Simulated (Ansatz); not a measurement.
We consider In2O3 (Ia-3, No. 206), described by LDA (PAW; Ansatz, a first-principles code).

Run with plane-wave cutoff 500 eV, 6×6×6 k mesh, gaussian smearing 0.02 eV, scalar-relativistic PAW data made under PBE.

Computed at the level's own relaxed cell.

Q: What does this level give for the volume per atom, equilibrium lattice constant a and band gap?

A: 
- volume per atom = 12.73 Å³/atom
- equilibrium lattice constant a = 10.061 Å
- band gap = 1.17 eV (on the SCF k mesh)

Measured, for comparison: band gap 2.93 ± 0.1 eV (room temperature, no zero-point or thermal correction; as tabulated in King et al. (2009), doi:10.1103/physrevb.79.205211); equilibrium volume per atom 12.94 Å³/atom (temperature not stated, no zero-point or thermal correction; as tabulated in Wikipedia's data pages). Computed (rounded) less measured: equilibrium volume per atom -1.6 %. A static lattice is as a rule a little smaller and stiffer than an uncorrected measurement, which narrows the difference in the equilibrium volume per atom and would widen misses of the other sign.

Note: the relaxation could not lower the start's symmetry, so the cell can be a saddle point above a distorted one.

Spin–orbit coupling is not included.

The computed numbers hold no vibrational or temperature effects.
